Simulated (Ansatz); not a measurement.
Ansatz (a first-principles code) input:

Ansatz 0.2 input:
```yaml
crystal:
  periodic: [false, false, false]
  atoms:
    - {symbol: C, position_ang: [0.00940108, 0.00315426, 0.10262029]}
    - {symbol: H, position_ang: [-0.01915108, 0.98625848, -0.33929582]}
    - {symbol: H, position_ang: [-0.03725541, -1.00518403, -0.27642595]}
basis:
  gaussian:
    orbitals: def2-TZVP
hamiltonian:
  xc: b3lyp
  dispersion: d3bj
magnetization: {spin_polarized: true, initial_magnetization: 2}
phonons: {temperatures: {t_min: 298.15, t_max: 298.15, t_step: 100}}
```

Question: What final total energy does it print?

Answer: -39.17001 Eh (B3LYP-D3(BJ)/def2-TZVP). The basis has 43 functions.
